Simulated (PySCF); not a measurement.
**CH₂BF (triplet): geometry, EPR parameters**

What EPR parameters should CH₂BF (triplet) (`B[C]F`) show?

The runs use PySCF 2.14.0, with density-fitted response routines of our own; the level of theory stands in each step. All values are computed, except where a source is named. Atoms count from 0, in the outputs and in this text.

### 1 The molecule as given

5 atoms, charge 0, multiplicity 3; geometry from: GFN2-xTB.

Bonds of the start (Å): B0–C1 1.48, C1–F2 1.31, B0–H3 1.18, B0–H4 1.17.

### 2 Optimising the geometry at PBE0-D3(BJ)/def2-SVP

The job: settings as JSON, then the geometry in Å.

```
{"job": {"xc": "PBE0", "basis": "def2-SVP", "d3": "d3bj", "grid": 1, "kind": "geom"}, "charge": 0, "multiplicity": 3}
B     -0.573530    -0.019290     0.001360
C      0.834400    -0.459130    -0.030310
F      1.993120     0.156300    -0.036730
H     -0.803120     1.134700     0.032800
H     -1.433630    -0.806870    -0.001490
```

Log:

```text
step   0  E = -163.54795415  max force = 0.040253
step   1  E = -163.55072371  max force = 0.006585
step   2  E = -163.55087144  max force = 0.002332
step   3  E = -163.55089461  max force = 0.001094
step   4  E = -163.55089603  max force = 0.000250
optimisation converged
```

Wall time 6 s (1 thread, shared host).

The steps of the relaxation:

| step | energy from step 0 (eV) | largest force component (eV/Å) |
| --- | --- | --- |
| 0 | 0.0000 | 2.0699 |
| 1 | -0.0754 | 0.3386 |
| 2 | -0.0794 | 0.1199 |
| 3 | -0.0800 | 0.0563 |
| 4 | -0.0801 | 0.0129 |

Close pairs (by a distance rule), those that changed most:

| bond | before (Å) | after (Å) | change (Å) |
| --- | --- | --- | --- |
| B0–H4 | 1.166 | 1.203 | +0.037 |
| B0–C1 | 1.475 | 1.511 | +0.036 |
| B0–H3 | 1.177 | 1.209 | +0.032 |
| C1–F2 | 1.312 | 1.289 | -0.024 |

The next job starts from the end point, and lists it.

| at the end point | value |
| --- | --- |
| point group (found at 0.08 Å tolerance) | Cs |
| rotational constants (GHz, main isotopes) | 97.248, 9.380, 8.555 |
| dipole moment (D) | 0.21 |
| ⟨S²⟩ | 2.004 |

### 3 EPR parameters: B3LYP/IGLO-III+pcH-1

The job: settings as JSON, then the geometry in Å.

```
{"job": {"kind": "epr"}, "charge": 0, "multiplicity": 3}
B     -0.570783    -0.025202     0.001918
C      0.867580    -0.488042    -0.031429
F      1.955695     0.202076    -0.034493
H     -0.786313     1.164403     0.031954
H     -1.448940    -0.847524    -0.002320
```

With the program's defaults for keys left out, this is: UKS B3LYP, IGLO-III on B C F, pcH-1 on H, non-relativistic, mean-field spin-orbit, GIAO.

Log:

```text
UKS, coarse grid
  cycle   1  E = -163.89058658  |g| = 3.03e-01
  cycle   2  E = -163.84933877  |g| = 4.71e-01
  cycle   3  E = -163.93187615  |g| = 6.63e-02
  cycle   4  E = -163.93324047  |g| = 3.36e-02
  cycle   5  E = -163.93381027  |g| = 7.34e-03
  cycle   6  E = -163.93385497  |g| = 1.82e-03
  cycle   7  E = -163.93385913  |g| = 6.44e-04
UKS, final grid
  cycle   1  E = -163.93385599  |g| = 4.68e-04
  cycle   2  E = -163.93385603  |g| = 4.78e-04
  cycle   3  E = -163.93385612  |g| = 8.24e-05
  cycle   4  E = -163.93385612  |g| = 4.65e-05
  cycle   5  E = -163.93385612  |g| = 2.44e-05
internal stability: stable
E = -163.93385612 Eh   <S^2> = 2.0041 (exact 2.0000)
g shifts (ppm)      1          2          3
  rmc          -181       -181       -181
  gc             36         20        -19
  oz_so        -473        787       1320
  total        -618        626       1120
hyperfine (MHz)  atom isotope    a_iso     a_fc   dipolar eigenvalues
    0   11B      37.76      37.76    -13.37      3.83      9.54
    1   13C     204.77     204.77    -66.71     22.88     43.83
    2   19F     202.62     202.62   -231.75     94.83    136.91
    3    1H      41.45      41.45     -5.56     -4.10      9.67
    4    1H      -5.31      -5.31     -6.93     -4.25     11.18
zero-field splitting (cm-1)  D = 0.7440  E = 0.0267  (spin-spin 0.5348, spin-orbit 0.2205)
```

It took 16 s on 1 thread, shared host.

Principal g values 2.00170, 2.00295, 2.00344; g(iso) = 2.00270, against 2.00232 for a free electron.

Hyperfine couplings; where a row names several nuclei, a(iso) is their mean (it holds for fast rotation or exchange) and the dipolar term the largest among them:

| nuclei | isotope | a(iso) (MHz) | a(iso) (G, at g = 2.0023) | largest dipolar term (MHz) |
| --- | --- | --- | --- | --- |
| C1 | 13C | 204.8 | 73.1 | -66.7 |
| F2 | 19F | 202.6 | 72.3 | -231.7 |
| B0 | 11B | 37.8 | 13.5 | -13.4 |
| H3, H4 | 1H | 18.1 | 6.4 | 11.2 |

Zero-field splitting: D = 0.744 cm⁻¹ (spin-spin 0.535, spin-orbit 0.221), E = 0.027 cm⁻¹.

Mulliken spin populations:

| atom | value (e) |
| --- | --- |
| B0 | 0.35 |
| C1 | 1.52 |
| F2 | 0.11 |
| H3 | 0.04 |
| H4 | -0.01 |

### 4 Summary of results

```
                            quantity                  value
                         point group                     Cs
rotational constants (main isotopes)  97.25, 9.38, 8.55 GHz
                        D, E (B3LYP)      0.744, 0.027 cm⁻¹
                      g(iso) (B3LYP)                2.00270
                                ⟨S²⟩     2.004 (exact 2.00)
  largest a(iso) (averaged by class)   13C on C1, 204.8 MHz
```

Relaxing lowered the energy by 0.080 eV in 4 steps; the close pair that moved most is B0–H4, from 1.166 to 1.203 Å. No frequency check was run at this level, so the end point may be a saddle. C1 carries the largest spin population, 1.52 e. The isotropic g lies 0.4 ppt above the free-electron value. The triplet studied here may not be the ground state; the singlet was not compared.
